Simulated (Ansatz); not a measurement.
Two isomers of C2H6Mg: A = `C[CH2][MgH]`, B = `[CH3][Mg][CH3]`.

Program: Ansatz. Geometries: PBE0-D4/def2-TZVP. ΔE: electronic, gas phase. CBS: MP2 limit from def2 TZ/QZ plus the TZ coupled-cluster correction, frozen cores. Functionals use def2-TZVPP. For Mg outer-core shells are correlated without core-valence functions, which leaves a few kJ/mol of doubt a bond.

Task: Which isomer does CCSD(T)/CBS put lower? Give the gap. (An estimate is asked.)

Result: Computed: B, by 14.3 kcal/mol.

Task: Give E(B) − E(A) in kcal/mol with CCSD/def2-TZVPP, B2PLYP, HF/def2-TZVPP, PBE0-D4, MP2/def2-TZVPP, CCSD(T)/def2-TZVPP, PBE-D4. (An estimate is asked.)

Result: Ansatz gave: CCSD/def2-TZVPP -12.3, B2PLYP -13.3, HF/def2-TZVPP -10.1, PBE0-D4 -11.9, MP2/def2-TZVPP -13.6, CCSD(T)/def2-TZVPP -12.6, PBE-D4 -12.4. None reverses the order clearly.

Largest T1 diagnostic: 0.008.

From BLYP to BHLYP (50 % exact exchange), in def2-TZVPP and without D4, E(B) − E(A) moves by +1.6 kcal/mol. The D4 term adds +1.0 kcal/mol with B3LYP and +0.5 kcal/mol with PBE0; it sums over pairs of atoms, weighted by their polarisabilities, and B3LYP, whose exchange is more repulsive, gets the larger term.

B3LYP here is the variant with VWN-RPA as its local correlation; programs differ in this.
